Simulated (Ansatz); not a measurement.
SiH$_{6}$, closed shell: a pair in one relaxed arrangement.

Input (in.yaml):

```yaml
crystal:
  periodic: [false, false, false]
  atoms:
    - {symbol: H, position_ang: [-0.075606, -0.045088, -3.540219]}
    - {symbol: H, position_ang: [-0.058957, -0.011834, -2.794812]}
    - {symbol: Si, position_ang: [0.026938, 0.011318, 1.267789]}
    - {symbol: H, position_ang: [-0.013038, 0.125828, -0.212063]}
    - {symbol: H, position_ang: [-0.290290, -1.383861, 1.663782]}
    - {symbol: H, position_ang: [-0.972346, 0.934913, 1.861391]}
    - {symbol: H, position_ang: [1.383299, 0.368826, 1.754033]}
basis:
  gaussian: {orbitals: "def2-TZVPPD.json"}
hamiltonian: {xc: {name: wB97M-V}}
```

The basis file named in the input lies beside it (Basis Set Exchange, JSON).

Launched with

```bash
ansatz run in.yaml --threads 2 --pin off --events-out ev --progress --plain --max-ram 5222MiB
```

The run's output (Ansatz 0.2.0):

```
Functional definition: wB97M-V
  name "wB97M-V"
  cite "Mardirossian & Head-Gordon, J. Chem. Phys. 144, 214110 (2016) doi:10.1063/1.4952647"
  cite "Becke, J. Chem. Phys. 107, 8554 (1997) doi:10.1063/1.475007"
  cite "Vydrov & Van Voorhis, J. Chem. Phys. 133, 244103 (2010) doi:10.1063/1.3521275"
  # Of w^i u^j: cxij and so on, Table III.
  parameter omega = 0.3/bohr
  parameter cx = 0.15
  parameter cx01 = 1.007
  parameter cx10 = 0.259
  parameter css00 = 0.443
  parameter css04 = -1.437
  parameter css10 = -4.535
  parameter css20 = -3.390
  parameter css43 = 4.278
  parameter cos00 = 1.000
  parameter cos10 = 1.358
  parameter cos20 = 2.924
  parameter cos21 = -8.812
  parameter cos60 = -1.390
  parameter cos61 = 9.142
  parameter b = 6.0
  parameter c = 0.01
  gx(w, u) = 1 - cx + cx01*u + cx10*w
  gss(w, u) = css00 + css04*u^4 + css10*w + css20*w^2 + css43*w^4*u^3
  gos(w, u) = cos00 + cos10*w + (cos20 + cos21*u)*w^2 + (cos60 + cos61*u)*w^6
  exchange = spin_sum(e_x_unif_sr(omega)*gx(b97_w, b97_u_x)) + cx*exact_x_sr(omega) + exact_x_lr(omega)
  correlation = spin_sum(e_c_pw_mod_same_spin*gss(b97_w, b97_u_same))
      + integral(e_c_pw_mod_opposite_spin*gos(b97_w_opposite, b97_u_opposite)) + vv10(b, c)
664 factors; their error is unknown
226 factors; integrals over basis functions are off by at most 3.2e-5 eV
mean field evaluation 1: about -7972.9734 eV, gradient 7.2e0 eV
mean field evaluation 2: about -7973.1413 eV, gradient 1.2e0 eV
mean field evaluation 4: about -7973.1539 eV, gradient 3.2e-1 eV
mean field evaluation 8: about -7973.1531 eV, gradient 2.6e-2 eV
mean field -7973.15305846 eV, -293.0079705013 hartree, gradient 3.4e-5 eV, S^2 0.000000; 0 other end points of the search recorded, 0 dependent functions left out
reference -7973.15311145 eV, -293.0079724484 hartree; 10, 10 occupied and 140, 140 virtual orbitals, 664 factors
Total energy: -7973.15311145 eV, -293.0079724484 hartree
```

The run took about 3.3 s on 2 CPU threads of an Arm Neoverse V2 (shared host).
